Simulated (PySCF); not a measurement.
Compound: 2-chloroethanol, C2H5ClO.
Z-matrix (Å and degrees, PBE0-D3(BJ)/def2-SVP geometry), rows numbered from 1:
```
O 
C   1  1.3924
C   2  1.5124  1  112.60
Cl  3  1.7968  2  109.89  1    61.26
H   1  0.9664  2  106.65  3   -54.57
H   2  1.1033  1  107.54  3  -118.87
H   2  1.1090  1  112.46  3   123.52
H   3  1.0986  2  112.04  1  -179.43
H   3  1.0985  2  111.04  1   -56.35
```

The closed-shell ground state was solved at several levels (PySCF, density fitting, gas phase, non-relativistic).

```json
{"level": "PBE0/def2-SVP", "basis functions": "85", "total energy (Eh)": "-614.0513", "HOMO (eV)": "-7.88", "LUMO (eV)": "1.15", "gap (eV)": "9.03", "dipole (D)": "1.49"}
{"level": "wB97X-D/def2-SVPD", "basis functions": "130", "total energy (Eh)": "-614.3506", "HOMO (eV)": "-10.21", "LUMO (eV)": "2.03", "gap (eV)": "12.24", "dipole (D)": "1.73"}
{"level": "PBE0/def2-TZVP", "basis functions": "160", "total energy (Eh)": "-614.3887", "HOMO (eV)": "-8.13", "LUMO (eV)": "0.63", "gap (eV)": "8.76", "dipole (D)": "1.56"}
{"level": "PBE/def2-SVPD", "basis functions": "130", "total energy (Eh)": "-614.0243", "HOMO (eV)": "-6.61", "LUMO (eV)": "-0.72", "gap (eV)": "5.89", "dipole (D)": "1.61"}
{"level": "PBE0/def2-SVPD", "basis functions": "130", "total energy (Eh)": "-614.0749", "HOMO (eV)": "-8.26", "LUMO (eV)": "0.29", "gap (eV)": "8.55", "dipole (D)": "1.68"}
{"level": "CAM-B3LYP/def2-SVPD", "basis functions": "130", "total energy (Eh)": "-614.3421", "HOMO (eV)": "-9.75", "LUMO (eV)": "1.17", "gap (eV)": "10.92", "dipole (D)": "1.74"}
{"level": "PBE0/6-31G*", "basis functions": "70", "total energy (Eh)": "-614.2834", "HOMO (eV)": "-7.85", "LUMO (eV)": "0.88", "gap (eV)": "8.73", "dipole (D)": "1.55"}
{"level": "HF/def2-SVPD", "basis functions": "130", "total energy (Eh)": "-612.7584", "HOMO (eV)": "-12.06", "LUMO (eV)": "2.66", "gap (eV)": "14.72", "dipole (D)": "1.86"}
{"level": "LC-wPBE/def2-SVPD", "basis functions": "130", "total energy (Eh)": "-614.1877", "HOMO (eV)": "-11.09", "LUMO (eV)": "2.31", "gap (eV)": "13.40", "dipole (D)": "1.75"}
```

What might B3LYP/def2-SVPD (130 basis functions) give for the same quantities?

Total energy -614.4171 Eh, HOMO -8.02 eV, LUMO -0.01 eV, gap 8.01 eV, dipole 1.69 D.

Over all these levels, which gives the widest orbital gap and which the narrowest?

HF/def2-SVPD (Hartree–Fock, all exact exchange) has the widest, 14.72 eV, and PBE/def2-SVPD (GGA) the narrowest, 5.89 eV. The two share the basis. From the narrowest to the widest the HOMO moves by -5.45 eV and the LUMO by +3.38 eV.

How much does the basis alone move the frontier levels among the 4 PBE0 rows?

The HOMO by 0.41 eV and the LUMO by 0.86 eV. By rising basis size (HOMO, LUMO in eV): 6-31G* -7.85, 0.88; def2-SVP -7.88, 1.15; def2-SVPD -8.26, 0.29; def2-TZVP -8.13, 0.63.

In the def2-SVPD basis, how does the gap go with the fixed share of exact exchange?

PBE (0 %) 5.89 eV; B3LYP (20 %) 8.01 eV; PBE0 (25 %) 8.55 eV; HF (100 %) 14.72 eV. Each rise in the share widens the gap here.

How far do the dipole and the HOMO energy spread over the levels?

The dipole runs from 1.49 to 1.86 D (mean 1.67 D) and the HOMO from -12.06 to -6.61 eV.

One conformer stands for the species.

The pairwise dispersion term of wB97X-D wasn't added to the energies; at a given geometry it leaves orbitals and properties as they are.
